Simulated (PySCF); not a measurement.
Calculation: PBE-D3(BJ)/def2-TZVP // PBE0-D3(BJ)/def2-TZVP run with PySCF. All species are isolated molecules in the gas phase. One relaxed conformer stands for a flexible species; it need not be the lowest. 

Reference species (SMILES): `[CH3]` (neutral, multiplicity 2).

| Quantity | Value |
|---|---|
| highest occupied spin orbital | -5.38 eV |

Changed species: `[CH2]C=O` (radical fragment; the reference has radical fragment).

### Question
Give the shifts of the highest occupied spin orbital.

### Answer
the highest occupied spin orbital decreases by 0.54 eV, to -5.92 eV.
